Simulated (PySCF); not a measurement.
**MgCl+: bond curves at several levels of theory**

One table from this session's results is given with a row withheld; the runs are named, their logs left out.

The runs use PySCF 2.14.0; Mg 6-311G(d,p), Cl 6-311G(d,p), no relativity.

Set-up of the first run:

The job is set up so:

```
atoms                         : Mg, Cl
charge                        : 1
basis                         : Mg 6-311G(d,p), Cl 6-311G(d,p)
Hamiltonian                   : no relativity
basis functions               : 52
electrons treated             : 28
masses in u                   : 23.9850, 34.9689
levels                        : PBE0, PBE, r²SCAN, PW91, B2PLYP, PBEsol, HSE06, HF, MP2, SCS-MP2, CCSD, CCSD(T)
grid                          : 80 radial by 434 angular points
occupations                   : held fixed by the projection of orbital angular momentum
dissociation limit            : Mg+ + Cl, each in its ground configuration
starting distance in angstrom : 2.425
values of 2S to try           : 0, 2
```

The run is started by

```sh
$ OMP_NUM_THREADS=1 python dia.py task.json out
```

Among the steps run: Set-up; The PBE0 curve of the state that the search chose; Other states along the same grid; PBE (GGA); r²SCAN (meta-GGA); PW91; B2PLYP (double hybrid); PBEsol; HSE06 (range-separated hybrid); RHF (mean field); Adding correlation.

One table of the session follows, with a row left open; its other results are not shown here.

Energy (eV) from each level's lowest point:

```
R (Å)    RHF  RHF-MP2  RHF-SCS-MP2  RHF-CCSD  RHF-CCSD(T)
1.832  1.091    1.107        1.116       n/a          n/a
1.917  0.483    0.496        0.502     0.498        0.509
2.002  0.148    0.157        0.160     0.159        0.166
2.066      ?        ?            ?         ?            ?
2.130  0.000    0.000        0.000     0.000        0.000
2.194  0.037    0.032        0.030     0.030        0.026
2.279  0.164    0.152        0.146     0.147        0.138
2.386  0.411    0.388        0.377     0.377        0.361
2.513  0.786    0.745        0.727     0.724        0.697
2.684  1.346    1.270        1.239       n/a          n/a
```

Q: Estimate the row for R (Å) = 2.066 from the others.

Worked estimate for «RHF». A straight line through the neighbours (2.002, 0.148) and (2.130, 0.000) gives 0.148 + (0.000 − 0.148) × (2.066 − 2.002) / (2.130 − 2.002) = 0.074; a parabola fitted to 4 rows on both sides gives 0.026.

**Answer.** RHF: 0.031; RHF-MP2: 0.035; RHF-SCS-MP2: 0.037; RHF-CCSD: 0.036; RHF-CCSD(T): 0.040. In «RHF» the line misses by +0.043 and the parabola by -0.005.
